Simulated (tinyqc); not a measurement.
Inside a calculation. Method: UKS/LDA (VWN5) in the sto-6g basis, for BH2, spin multiplicity 2. One step of it, computed by the program tinyqc.

Question. Iteration 2: building the Kohn-Sham matrix. J_ij = sum D_kl (ij|kl) with D = D(alpha) + D(beta); F = H + J + V_xc; E = tr D H + tr D J / 2 + E_xc + E_nn.

D(alpha) after iteration 1, order 1B 1s, 1B 2s, 1B 2px, 1B 2py, 1B 2pz, 2H 1s, 3H 1s:
$$\begin{pmatrix}
1.038991 & -0.150365 & 0.000000 & 0.000000 & 0.137074 & -0.041594 & -0.041594 \\
-0.150365 & 0.689502 & 0.000000 & 0.000000 & -0.537154 & -0.066053 & -0.066053 \\
0.000000 & 0.000000 & 0.000000 & 0.000000 & 0.000000 & 0.000000 & 0.000000 \\
0.000000 & 0.000000 & 0.000000 & 0.061534 & 0.000000 & 0.150118 & -0.150118 \\
0.137074 & -0.537154 & 0.000000 & 0.000000 & 0.493874 & 0.219244 & 0.219244 \\
-0.041594 & -0.066053 & 0.000000 & 0.150118 & 0.219244 & 0.755951 & 0.023501 \\
-0.041594 & -0.066053 & 0.000000 & -0.150118 & 0.219244 & 0.023501 & 0.755951
\end{pmatrix}$$

D(beta) after iteration 1, order 1B 1s, 1B 2s, 1B 2px, 1B 2py, 1B 2pz, 2H 1s, 3H 1s:
$$\begin{pmatrix}
0.996221 & 0.013325 & 0.000000 & 0.000000 & -0.005451 & -0.096210 & -0.096210 \\
0.013325 & 0.063544 & 0.000000 & 0.000000 & 0.009823 & 0.140689 & 0.140689 \\
0.000000 & 0.000000 & 0.000000 & 0.000000 & 0.000000 & 0.000000 & 0.000000 \\
0.000000 & 0.000000 & 0.000000 & 0.055554 & 0.000000 & 0.144273 & -0.144273 \\
-0.005451 & 0.009823 & 0.000000 & 0.000000 & 0.001575 & 0.022700 & 0.022700 \\
-0.096210 & 0.140689 & 0.000000 & 0.144273 & 0.022700 & 0.702075 & -0.047278 \\
-0.096210 & 0.140689 & 0.000000 & -0.144273 & 0.022700 & -0.047278 & 0.702075
\end{pmatrix}$$

core Hamiltonian H = T + V (hartree), order 1B 1s, 1B 2s, 1B 2px, 1B 2py, 1B 2pz, 2H 1s, 3H 1s:
$$\begin{pmatrix}
-13.267482 & -3.296075 & 0.000000 & 0.000000 & -0.012618 & -0.698444 & -0.698444 \\
-3.296075 & -4.178496 & 0.000000 & 0.000000 & -0.109191 & -1.618133 & -1.618133 \\
0.000000 & 0.000000 & -3.357717 & 0.000000 & 0.000000 & 0.000000 & 0.000000 \\
0.000000 & 0.000000 & 0.000000 & -3.538074 & 0.000000 & -1.397933 & 1.397933 \\
-0.012618 & -0.109191 & 0.000000 & 0.000000 & -3.387626 & -0.586475 & -0.586475 \\
-0.698444 & -1.618133 & 0.000000 & -1.397933 & -0.586475 & -2.730746 & -0.259484 \\
-0.698444 & -1.618133 & 0.000000 & 1.397933 & -0.586475 & -0.259484 & -2.730746
\end{pmatrix}$$

Two-electron integrals (ij|kl) in chemists' order, unique and non-zero (hartree):
```
(11|11) 2.924993    (21|11) 0.480756    (21|21) 0.099484    (22|11) 0.743449
(22|21) 0.188967    (22|22) 0.544922    (31|31) 0.021096    (32|31) 0.030854
(32|32) 0.120443    (33|11) 0.743450    (33|21) 0.188967    (33|22) 0.544922
(33|33) 0.587109    (41|41) 0.021096    (42|41) 0.030854    (42|42) 0.120443
(43|43) 0.031641    (44|11) 0.743450    (44|21) 0.188967    (44|22) 0.544922
(44|33) 0.523827    (44|44) 0.587109    (51|51) 0.021096    (52|51) 0.030854
(52|52) 0.120443    (53|53) 0.031641    (54|54) 0.031641    (55|11) 0.743450
(55|21) 0.188967    (55|22) 0.544922    (55|33) 0.523827    (55|44) 0.523827
(55|55) 0.587109    (61|11) 0.104720    (61|21) 0.020987    (61|22) 0.039512
(61|33) 0.039297    (61|41) 0.001527    (61|42) 0.002909    (61|44) 0.039851
(61|51) 0.000622    (61|52) 0.001184    (61|54) 0.000226    (61|55) 0.039389
(61|61) 0.004594    (62|11) 0.247335    (62|21) 0.063916    (62|22) 0.202366
(62|33) 0.196656    (62|41) 0.006929    (62|42) 0.040581    (62|44) 0.211350
(62|51) 0.002821    (62|52) 0.016526    (62|54) 0.005984    (62|55) 0.199093
(62|61) 0.014313    (62|62) 0.103717    (63|31) 0.006741    (63|32) 0.030517
(63|43) 0.007618    (63|53) 0.003102    (63|63) 0.011451    (64|11) 0.215268
(64|21) 0.056423    (64|22) 0.188109    (64|33) 0.178217    (64|41) 0.011964
(64|42) 0.064810    (64|44) 0.205838    (64|51) 0.002127    (64|52) 0.013965
(64|54) 0.008146    (64|55) 0.180271    (64|61) 0.013290    (64|62) 0.112820
(64|64) 0.131615    (65|11) 0.087662    (65|21) 0.022977    (65|22) 0.076602
(65|33) 0.072574    (65|41) 0.002127    (65|42) 0.013965    (65|44) 0.077617
(65|51) 0.007607    (65|52) 0.036203    (65|54) 0.009672    (65|55) 0.079614
(65|61) 0.005412    (65|62) 0.045942    (65|64) 0.048933    (65|65) 0.031378
(66|11) 0.407064    (66|21) 0.107421    (66|22) 0.383549    (66|33) 0.360908
(66|41) 0.014164    (66|42) 0.109314    (66|44) 0.419168    (66|51) 0.005768
(66|52) 0.044515    (66|54) 0.023725    (66|55) 0.370570    (66|61) 0.024647
(66|62) 0.251317    (66|64) 0.297235    (66|65) 0.121040    (66|66) 0.774999
(71|11) 0.104720    (71|21) 0.020987    (71|22) 0.039512    (71|33) 0.039297
(71|41) -0.001527   (71|42) -0.002909   (71|44) 0.039851    (71|51) 0.000622
(71|52) 0.001184    (71|54) -0.000226   (71|55) 0.039389    (71|61) 0.004351
(71|62) 0.012812    (71|64) 0.010771    (71|65) 0.004856    (71|66) 0.021330
(71|71) 0.004594    (72|11) 0.247335    (72|21) 0.063916    (72|22) 0.202366
(72|33) 0.196656    (72|41) -0.006929   (72|42) -0.040581   (72|44) 0.211350
(72|51) 0.002821    (72|52) 0.016526    (72|54) -0.005984   (72|55) 0.199093
(72|61) 0.012812    (72|62) 0.065613    (72|64) 0.053556    (72|65) 0.028355
(72|66) 0.119716    (72|71) 0.014313    (72|72) 0.103717    (73|31) 0.006741
(73|32) 0.030517    (73|43) -0.007618   (73|53) 0.003102    (73|63) 0.006437
(73|73) 0.011451    (74|11) -0.215268   (74|21) -0.056423   (74|22) -0.188109
(74|33) -0.178217   (74|41) 0.011964    (74|42) 0.064810    (74|44) -0.205838
(74|51) -0.002127   (74|52) -0.013965   (74|54) 0.008146    (74|55) -0.180271
(74|61) -0.010771   (74|62) -0.053556   (74|64) -0.038776   (74|65) -0.022747
(74|66) -0.093843   (74|71) -0.013290   (74|72) -0.112820   (74|74) 0.131615
(75|11) 0.087662    (75|21) 0.022977    (75|22) 0.076602    (75|33) 0.072574
(75|41) -0.002127   (75|42) -0.013965   (75|44) 0.077617    (75|51) 0.007607
(75|52) 0.036203    (75|54) -0.009672   (75|55) 0.079614    (75|61) 0.004856
(75|62) 0.028355    (75|64) 0.022747    (75|65) 0.018418    (75|66) 0.053907
(75|71) 0.005412    (75|72) 0.045942    (75|74) -0.048933   (75|75) 0.031378
(76|11) 0.036988    (76|21) 0.009510    (76|22) 0.029972    (76|33) 0.029261
(76|44) 0.030461    (76|51) 0.000737    (76|52) 0.004212    (76|55) 0.030194
(76|61) 0.002027    (76|62) 0.012546    (76|64) 0.012028    (76|65) 0.006064
(76|66) 0.026908    (76|71) 0.002027    (76|72) 0.012546    (76|74) -0.012028
(76|75) 0.006064    (76|76) 0.001921    (77|11) 0.407064    (77|21) 0.107421
(77|22) 0.383549    (77|33) 0.360908    (77|41) -0.014164   (77|42) -0.109314
(77|44) 0.419168    (77|51) 0.005768    (77|52) 0.044515    (77|54) -0.023725
(77|55) 0.370570    (77|61) 0.021330    (77|62) 0.119716    (77|64) 0.093843
(77|65) 0.053907    (77|66) 0.221964    (77|71) 0.024647    (77|72) 0.251317
(77|74) -0.297235   (77|75) 0.121040    (77|76) 0.026908    (77|77) 0.774999
```

nuclear repulsion = 4.33717698 hartree

V_xc(alpha) (hartree), order 1B 1s, 1B 2s, 1B 2px, 1B 2py, 1B 2pz, 2H 1s, 3H 1s:
$$\begin{pmatrix}
-1.791044 & -0.252534 & 0.000000 & 0.000000 & 0.008148 & -0.056651 & -0.056651 \\
-0.252534 & -0.436468 & 0.000000 & 0.000000 & 0.031060 & -0.186723 & -0.186723 \\
0.000000 & 0.000000 & -0.389847 & 0.000000 & 0.000000 & 0.000000 & 0.000000 \\
0.000000 & 0.000000 & 0.000000 & -0.473552 & 0.000000 & -0.194996 & 0.194996 \\
0.008148 & 0.031060 & 0.000000 & 0.000000 & -0.445983 & -0.071657 & -0.071657 \\
-0.056651 & -0.186723 & 0.000000 & -0.194996 & -0.071657 & -0.497400 & -0.025826 \\
-0.056651 & -0.186723 & 0.000000 & 0.194996 & -0.071657 & -0.025826 & -0.497400
\end{pmatrix}$$

V_xc(beta) (hartree), order 1B 1s, 1B 2s, 1B 2px, 1B 2py, 1B 2pz, 2H 1s, 3H 1s:
$$\begin{pmatrix}
-1.768640 & -0.240395 & 0.000000 & 0.000000 & -0.000165 & -0.054647 & -0.054647 \\
-0.240395 & -0.375801 & 0.000000 & 0.000000 & -0.021154 & -0.175583 & -0.175583 \\
0.000000 & 0.000000 & -0.334897 & 0.000000 & 0.000000 & 0.000000 & 0.000000 \\
0.000000 & 0.000000 & 0.000000 & -0.431259 & 0.000000 & -0.188330 & 0.188330 \\
-0.000165 & -0.021154 & 0.000000 & 0.000000 & -0.361235 & -0.077030 & -0.077030 \\
-0.054647 & -0.175583 & 0.000000 & -0.188330 & -0.077030 & -0.489567 & -0.024439 \\
-0.054647 & -0.175583 & 0.000000 & 0.188330 & -0.077030 & -0.024439 & -0.489567
\end{pmatrix}$$

E_xc = sum of w rho eps_xc = -4.51423908 hartree

Give: Coulomb J; F(alpha); F(beta); total energy of this density.

Answer.

Coulomb J (hartree), order 1B 1s, 1B 2s, 1B 2px, 1B 2py, 1B 2pz, 2H 1s, 3H 1s:
$$\begin{pmatrix}
8.376 & 1.618 & 0.000 & 0.000 & 0.000 & 0.348 & 0.348 \\
1.618 & 3.657 & 0.000 & 0.000 & 0.066 & 1.437 & 1.437 \\
0.000 & 0.000 & 3.561 & 0.000 & 0.000 & 0.000 & 0.000 \\
0.000 & 0.000 & 0.000 & 3.779 & 0.000 & 1.386 & -1.386 \\
0.000 & 0.066 & 0.000 & 0.000 & 3.630 & 0.571 & 0.571 \\
0.348 & 1.437 & 0.000 & 1.386 & 0.571 & 3.085 & 0.211 \\
0.348 & 1.437 & 0.000 & -1.386 & 0.571 & 0.211 & 3.085
\end{pmatrix}$$

F(alpha) (hartree), order 1B 1s, 1B 2s, 1B 2px, 1B 2py, 1B 2pz, 2H 1s, 3H 1s:
$$\begin{pmatrix}
-6.682 & -1.930 & 0.000 & 0.000 & -0.004 & -0.407 & -0.407 \\
-1.930 & -0.958 & 0.000 & 0.000 & -0.012 & -0.368 & -0.368 \\
0.000 & 0.000 & -0.187 & 0.000 & 0.000 & 0.000 & 0.000 \\
0.000 & 0.000 & 0.000 & -0.232 & 0.000 & -0.207 & 0.207 \\
-0.004 & -0.012 & 0.000 & 0.000 & -0.204 & -0.087 & -0.087 \\
-0.407 & -0.368 & 0.000 & -0.207 & -0.087 & -0.143 & -0.075 \\
-0.407 & -0.368 & 0.000 & 0.207 & -0.087 & -0.075 & -0.143
\end{pmatrix}$$

F(beta) (hartree), order 1B 1s, 1B 2s, 1B 2px, 1B 2py, 1B 2pz, 2H 1s, 3H 1s:
$$\begin{pmatrix}
-6.660 & -1.918 & 0.000 & 0.000 & -0.013 & -0.405 & -0.405 \\
-1.918 & -0.898 & 0.000 & 0.000 & -0.064 & -0.357 & -0.357 \\
0.000 & 0.000 & -0.132 & 0.000 & 0.000 & 0.000 & 0.000 \\
0.000 & 0.000 & 0.000 & -0.190 & 0.000 & -0.200 & 0.200 \\
-0.013 & -0.064 & 0.000 & 0.000 & -0.119 & -0.092 & -0.092 \\
-0.405 & -0.357 & 0.000 & -0.200 & -0.092 & -0.135 & -0.073 \\
-0.405 & -0.357 & 0.000 & 0.200 & -0.092 & -0.073 & -0.135
\end{pmatrix}$$

total energy of this density = -25.19699 hartree
